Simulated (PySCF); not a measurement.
TDDFT excited states: C4H5FO

Compound: C₄H₅FO.
InChI=1S/C4H5FO/c1-4(2-5)3-6/h3H,1-2H2

The calculation used TDDFT PBE0/def2-SVPD, vertical, gas phase, core orbitals frozen in the response in PySCF 2.14.0, density-fitted response routines. One conformer (not necessarily the lowest) at the GFN2-xTB geometry, without solvent, vibrations or thermal averaging. Torsions of this conformer, `[CH2:1]=[C:2]([CH:3]=[O:4])[CH2:5][F:6]`: C1–C2–C3–O4 180°, C1–C2–C5–F6 0°.

```csv
state,λ (nm),E (eV),f,|μ| (D),symmetry,"main configurations (H = HOMO, L = LUMO)"
S1,330.7,3.75,0.0003,0.15,–,H→L (97%)
S2,207.2,5.98,0.274,3.47,A′,H-1→L (93%)
S3,183.8,6.75,0.0000,0.02,–,"H-3→L (84%), H→L+2 (13%)"
S4,174.2,7.12,0.0010,0.20,–,"H→L+2 (83%), H-3→L (14%)"
S5,172.6,7.18,0.077,1.68,A′,H-2→L (90%)
S6,165.7,7.48,0.036,1.13,A′,H→L+1 (87%)
```

Triplets (Tamm–Dancoff): T1 3.20 eV, H→L (95%); T2 3.60 eV, H-1→L (93%).

The lowest singlet lies at 3.75 eV (331 nm, ultraviolet) and is dark (f under 0.0005); its leading configuration is HOMO→LUMO (97%). The most intense listed level is S2 at 5.98 eV (207 nm, f = 0.274), 2.24 eV above S1. Löwdin shares by element: HOMO oxygen 60%, carbon 25% or more, hydrogen 9% or more; LUMO carbon 65% or more, oxygen 24%. Of the 6 states listed, 3 reach f = 0.01 and 2 stay under 0.0005. The oscillator strengths of these states sum to 0.389; summed over the whole spectrum of an exact calculation they would give the number of electrons, 46 (Thomas–Reiche–Kuhn). The listed states span 3.73 eV, and the widest gap between neighbours is 2.24 eV (S1 to S2). Symmetry labels in Cs follow from the direction of the transition dipole and are given only for states with f of 0.002 or more. Only the lowest 6 singlets were computed, as vertical energies without vibronic structure.
